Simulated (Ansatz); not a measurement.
Abridged output of a molecular run in Ansatz:

```
Functional definition: HF
846 factors; integrals over basis functions are off by at most 9.9e-4 eV
mean field evaluation 1: about -28250.7504 eV, gradient 1.3e1 eV
mean field evaluation 2: about -28250.7566 eV, gradient 1.3e1 eV
mean field evaluation 4: about -28252.4917 eV, gradient 2.1e0 eV
mean field evaluation 8: about -28252.5997 eV, gradient 1.6e-1 eV
mean field -28252.60049007 eV, -1038.2639177096 hartree, gradient 2.3e-6 eV, S^2 0.754715; 0 other end points of the search recorded, 0 dependent functions left out
15 core orbitals not correlated: weight in the atoms' cores, before any rotation towards them, 1.000 or more for the frozen orbitals, at most 0.000 for the correlated occupied ones
reference -28252.60049007 eV, -1038.2639177096 hartree; 9, 8 occupied and 121, 122 virtual orbitals, 846 factors
second order -11.08450172 eV of doubles, -0.00000000 eV of singles
cycle   1  -11.84584574 eV  change   -7.6e-1 eV  update   7.8e-2
cycle   2  -12.16493623 eV  change   -3.2e-1 eV  update   2.6e-2
cycle   3  -12.21366075 eV  change   -4.9e-2 eV  update   1.2e-2
cycle   4  -12.20904920 eV  change    4.6e-3 eV  update   4.6e-3
cycle   5  -12.20782897 eV  change    1.2e-3 eV  update   1.8e-3
cycle   6  -12.20777477 eV  change    5.4e-5 eV  update   6.5e-4
cycle   7  -12.20792902 eV  change   -1.5e-4 eV  update   2.2e-4
cycle   8  -12.20802199 eV  change   -9.3e-5 eV  update   9.5e-5
cycle   9  -12.20801900 eV  change    3.0e-6 eV  update   3.8e-5
cycle  10  -12.20800943 eV  change    9.6e-6 eV  update   1.5e-5
perturbative correction -0.58413663 eV, -0.0214666252 hartree
Total energy: -28265.39263613 eV, -1038.7340204064 hartree
Checks for a lower state left out: cluster_reference
```

Its atoms:

Cartesian coordinates in Å:
```
S 1.168 -1.071 0.167
Al 0.196 0.891 0.388
S -1.822 1.072 -0.468
H 2.285 -0.688 0.808
H -1.827 -0.204 -0.896
```

(1) Which basis set was used?
A. cc-pV(Q+d)Z
B. def2-QZVPP
C. def2-TZVPPD
D. cc-pV(T+d)Z

(2) Write the keys of the input that set method, charge and spin (a neutral closed shell needs none for the last two).

Answers

(1) D. It gives 145 functions.

(2) 
```yaml
magnetization: {spin_polarized: true, initial_magnetization: 1}
correlation: {method: ccsd_t}
scf: {omitted_lower_state_checks: [cluster_reference]}
```
